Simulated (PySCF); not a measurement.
Start geometry of `F/C(CCl)=C\F` from GFN2-xTB (Å):
```
atom  x, y, z in Å
F1     2.5801    0.0288    0.2404
C2     1.3256    0.3870   -0.0333
C3     0.2929   -0.4411    0.0688
F4     0.4635   -1.7127    0.4719
C5    -1.1212   -0.0710   -0.2110
Cl6   -1.8505    0.7322    1.2275
H7     1.2323    1.4143   -0.3488
H8    -1.7110   -0.9661   -0.4052
H9    -1.1980    0.6346   -1.0354
```

What comes out of this run: PBE0-D3(BJ)/def2-SVP geometry optimisation, gas phase (PySCF 2.14.0)?

```
atom  x, y, z in Å
F1     2.572   -0.096    0.269
C2     1.364    0.303   -0.092
C3     0.267   -0.400    0.191
F4     0.345   -1.539    0.871
C5    -1.095    0.006   -0.213
Cl6   -2.117    0.424    1.202
H7     1.336    1.248   -0.639
H8    -1.603   -0.817   -0.735
H9    -1.058    0.881   -0.875
```

The energy falls by 2.1 kcal/mol over 8 energy and gradient evaluations, the largest force component goes from 0.0174 to 1.4e-04 Eh/bohr, and the atoms move by 0.286 Å rms after alignment. The bond that changes most is C3–F4 (vinylic C–F carbon to vinyl fluorine), which shortens by 0.017 Å. Bonds longer at the end by more than 0.005 Å: 4 of 8; shorter: 4. Among the angles that change most is H8–C5–H9, from 111.1° to 109.0°. Among the dihedrals that turn most is C2–C3–C5–H8, from 160° to 128°. Rotational constants go from 5530, 1483, 1301 to 6795, 1383, 1274 MHz. The orientation of the end geometry is arbitrary; only internal coordinates are fixed.

The run used 103 basis functions and 55 SCF cycles in all. On an Arm Neoverse N1 with one thread, no GPU, shared host, this took 46 s of wall time.

No PBE0-D3(BJ)/def2-SVP frequencies stand behind this structure, so it isn't proved a minimum. The numbers are those of one conformer.
